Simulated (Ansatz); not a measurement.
# CH4AlF: the cost of one run

All numbers below are computed with Ansatz 0.2.0 (RKS BLYP-D4/def2-SVP).

### Step 1. The structure to begin with

Bond lengths: F1–C2 1.320 Å, C2–Al3 1.966 Å, C2–H4 1.135 Å, C2–H5 1.097 Å, Al3–H6 1.609 Å, Al3–H7 1.651 Å. Angles: F1–C2–Al3 108.8°, F1–C2–H4 109.7°, F1–C2–H5 110.7°, Al3–C2–H4 106.1°, Al3–C2–H5 110.1°, H4–C2–H5 111.3°, C2–Al3–H6 121.7°, C2–Al3–H7 120.5°, H6–Al3–H7 117.8°.

Coordinates:

```xyz
7

F    -1.3605    0.3752   -1.1465
C    -0.6698   -0.4821   -0.4190
Al    0.7671    0.4881    0.5080
H    -0.1568   -1.2334   -1.0972
H    -1.3187   -0.9811    0.3107
H     0.4510    1.6642    1.5591
H     2.3489    0.1010    0.2392
```

### Step 2. End point A

Contents of input.yaml:

```yaml
crystal:
  periodic: [false, false, false]
  atoms:
    - { symbol: F, position_ang: [-1.3605, 0.3752, -1.1465] }
    - { symbol: C, position_ang: [-0.6698, -0.4821, -0.419] }
    - { symbol: Al, position_ang: [0.7671, 0.4881, 0.508] }
    - { symbol: H, position_ang: [-0.1568, -1.2334, -1.0972] }
    - { symbol: H, position_ang: [-1.3187, -0.9811, 0.3107] }
    - { symbol: H, position_ang: [0.451, 1.6642, 1.5591] }
    - { symbol: H, position_ang: [2.3489, 0.101, 0.2392] }
basis:
  gaussian: { orbitals: def2-SVP }
hamiltonian:
  xc: blyp
  dispersion: d4
relax:
  f_tol: 0.015
  max_steps: 40
```

Run with:

```sh
$ ansatz run input.yaml --threads 1 --pin off --max-ram 2048MiB --backend cpu --events-out ev --progress --plain --runs-dir out
```

**Question.** How long does this run take on 1 thread of Arm Neoverse V1, shared host, and how much memory does it need?

About 22 s, with a peak of 0.13 GiB.
